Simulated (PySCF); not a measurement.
A thermochemical cycle for SiP

PBE in PySCF with def2-TZVPPD on every atom, for the lowest determinant that a PBE0 search found; no spin–orbit coupling. SiP, a doublet (π ↑), has De = 3.99 eV to neutral atoms, and SiP⁺, a triplet (π ↑↑), has De = 3.36 eV to Si⁺ + P.

The adiabatic ionisation energy of SiP, between the minima, is 8.82 eV.

Question: Which ionisation energy of the Si atom does this level give?

Answer: IE(Si) = IE(molecule) + De(ion) − De(neutral) = 8.82 + 3.36 − 3.99 = 8.19 eV; the measured value is 8.152 eV (NIST ASD).

For an ion De counts to the pair picked by the measured ionisation energies or electron affinities, which need not be the lowest pair at this level. States were picked by a PBE0 search and need not be the measured ground states.
